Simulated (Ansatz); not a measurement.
# From barrier to diffusion: O in SrTiO3

Method: Ansatz, DFT PBE, scalar-relativistic, plane waves, PAW. Settings: 420 eV cutoff, 2×2×2 k-mesh, shifted by half a step, Gaussian smearing of 0.02 eV, no spin polarisation.

Host crystal, relaxed:

```cif
data_structure
_symmetry_space_group_name_H-M 'P 1'
_symmetry_Int_Tables_number 1
_cell_length_a 3.9364
_cell_length_b 3.9364
_cell_length_c 3.9364
_cell_angle_alpha 90.000
_cell_angle_beta 90.000
_cell_angle_gamma 90.000
_cell_volume 61.00
loop_
_atom_site_label
_atom_site_type_symbol
_atom_site_fract_x
_atom_site_fract_y
_atom_site_fract_z
_atom_site_occupancy
Sr1 Sr 0.00000 0.00000 0.00000 1
Ti1 Ti 0.50000 0.50000 0.50000 1
O1 O 0.50000 0.00000 0.50000 1
O2 O 0.50000 0.50000 0.00000 1
O3 O 0.00000 0.50000 0.50000 1
```

In a supercell of 40 host sites with charge +2, O trades places with a neighbouring O vacancy, moving 2.50 Å. Climbing-image nudged elastic band at fixed cell; the order of the saddle wasn't checked, and the small cell leaves errors of about a tenth of an eV.

```tsv
image	path (Å)	E − E(0) (eV)
0	0.00	0.000
1	1.42	0.403
2	2.84	0.000
```

What are the barriers forward and back, and what attempt frequency does the shape suggest?

Forward 0.40 eV, back 0.40 eV, the ends being level. For a sinusoidal profile E_b sin²(πx/l), with the O atom alone moving, ν = (1/l)√(E_b/2m) = 4.4×10¹² s⁻¹, within an order of magnitude of the customary 10¹³ s⁻¹; a true prefactor needs the vibrations at the minimum and at the saddle.

With ν = 10¹³ s⁻¹, how often does the exchange happen at 300, 600 and 1000 K once atom and vacancy are neighbours, taking the host as solid throughout? Does that give the diffusivity?

k = ν exp(−E_b/k_BT):
```tsv
T (K)	k (1/s)	wait (s)
300	1.7×10⁶	5.8×10⁻⁷
600	4.2×10⁹	2.4×10⁻¹⁰
1000	9.4×10¹⁰	1.1×10⁻¹¹
```

No. The atom can jump only when a vacancy is beside it, so where vacancies are thermal the activation energy of diffusion adds the vacancy's formation energy; where doping, quenching or off-stoichiometry fixes their number, it doesn't. And repeated exchanges only swap the two back and forth: O gets on when the vacancy moves round it by other jumps, which the correlation factor counts. An error of 0.1 eV in the barrier changes k by a factor of 48 at 300 K and 3.2 at 1000 K.

Cost: 1 run of about 21 core-minutes, on Arm Neoverse V1 (shared hosts).